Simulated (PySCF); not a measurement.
Which basis set comes closest?

Molecule: SMILES CCCCl, C$_{3}$H$_{7}$Cl.

Bonds (- single, = double, # triple, : aromatic): C1-C2 1.519 Å, C2-C3 1.514 Å, C3-Cl4 1.794 Å. C1 carries H5, H6, H7; C2 carries H8, H9; C3 carries H10, H11.

Geometry PBE0-D3(BJ)/def2-SVP throughout; GIAO in PySCF 2.14, gas phase, one conformer, non-relativistic; equivalent atoms averaged; functional PBE0.

Reference values (measured; solution, not stated per compound (mostly CDCl3 or CCl4); Pretsch, Buehlmann, Badertscher, Structure Determination of Organic Compounds, 4th ed. (2009)): δ(C3) = 46.8 ppm, δ(C2) = 26.3 ppm, δ(C1) = 11.6 ppm, δ(H10/H11) = 3.47 ppm, δ(H8/H9) = 1.81 ppm, δ(H5/H6/H7) = 1.06 ppm. Computed shifts are taken against TMS, calculated as an isolated molecule at each level.

Q: How do the basis sets STO-3G, 6-31G, pcSseg-0, 6-31G*, def2-SVP, cc-pVDZ, pcSseg-1, 6-311+G(2d,p), aug-cc-pVDZ, def2-TZVP, IGLO-III, cc-pVTZ, pcSseg-2 perform against the reference? Times are CPU seconds on shared hosts with different chips, so compare them loosely.

A: 
```csv
basis set,functions,C3,C2,C1,H10/H11,H8/H9,H5/H6/H7,mean abs. error C,mean abs. error H,core-s
STO-3G,31,48.0,26.6,19.1,2.35,1.18,0.91,3.0,0.63,2
6-31G,54,48.4,26.1,12.8,3.39,1.68,1.20,1.0,0.12,3.7
pcSseg-0,54,52.8,26.6,13.9,3.18,1.48,1.15,2.9,0.24,4.9
6-31G*,74,47.0,25.7,12.2,3.31,1.60,1.07,0.5,0.13,4.7
def2-SVP,95,48.9,25.4,11.8,3.22,1.39,0.93,1.1,0.27,5.5
cc-pVDZ,95,51.4,28.6,13.1,3.32,1.52,0.99,2.8,0.17,8.9
pcSseg-1,110,52.6,28.4,12.6,3.40,1.52,1.09,3.0,0.13,6.7
"6-311+G(2d,p)",158,52.0,28.4,11.7,3.54,1.68,1.07,2.5,0.07,11
aug-cc-pVDZ,159,51.3,28.9,12.0,3.61,1.76,1.15,2.5,0.09,19
def2-TZVP,172,52.3,29.1,12.6,3.50,1.67,1.06,3.1,0.06,13
IGLO-III,219,52.8,29.6,12.5,3.54,1.68,1.08,3.4,0.07,27
cc-pVTZ,222,52.1,28.8,12.4,3.51,1.66,1.07,2.9,0.07,29
pcSseg-2,249,53.7,29.9,12.9,3.52,1.66,1.08,3.9,0.07,17
```

For 13C the closest is 6-31G* (0.5 ppm) and the furthest pcSseg-2 (3.9 ppm).

For 1H the closest is def2-TZVP (0.06 ppm, with cc-pVTZ, 6-311+G(2d,p), IGLO-III, pcSseg-2 practically level) and the furthest STO-3G (0.63 ppm). Where a smaller basis beats a larger one, errors probably cancel; the largest sets show where the functional converges. One molecule is a small sample, and vibrational and solvent effects are absent from the calculation.

A small basis that lands close on one nucleus may do so by chance; judge by the trend and by all nuclei.
